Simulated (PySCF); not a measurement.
Nitrogen: a sound run and one with changed settings

Sound run: N [He] 2s2 2p3, N⁺ [He] 2s2 2p2. Computed with PySCF 2.14 in x2c-SVPall (3s2p1d, 14 functions), with the spin-free X2C one-electron Hamiltonian (Gaussian nucleus). The sound run starts from symmetry-adapted Hartree-Fock orbitals and uses a fine grid where one is needed.

Changed run: radial step 0.3 in ln r (0.13 in the sound run). This setting is unsound on purpose.

```json
{"species": "N", "method": "UHF", "sound run (hartree)": "-54.36545", "changed run (hartree)": "-54.36545", "converged": "yes"}
{"species": "N", "method": "M06-L", "sound run (hartree)": "-54.56414", "changed run (hartree)": "-54.56303", "converged": "yes"}
{"species": "N", "method": "r2SCAN", "sound run (hartree)": "-54.54481", "changed run (hartree)": "-54.54700", "converged": "yes"}
{"species": "N⁺", "method": "UHF", "sound run (hartree)": "-53.84987", "changed run (hartree)": "-53.84987", "converged": "yes"}
{"species": "N⁺", "method": "M06-L", "sound run (hartree)": "-54.01872", "changed run (hartree)": "-54.01918", "converged": "yes"}
{"species": "N⁺", "method": "r2SCAN", "sound run (hartree)": "-53.99865", "changed run (hartree)": "-53.99981", "converged": "yes"}
```

Ionisation energy of N:

| method | sound run (eV) | changed run (eV) |
| --- | --- | --- |
| UHF | 14.030 | 14.030 |
| M06-L | 14.842 | 14.799 |
| r2SCAN | 14.862 | 14.890 |

A coarse radial grid mis-integrates the density and the exchange-correlation energy, with errors of either sign; Hartree-Fock needs no grid.

For comparison, NIST gives 14.534 eV between the lowest levels.
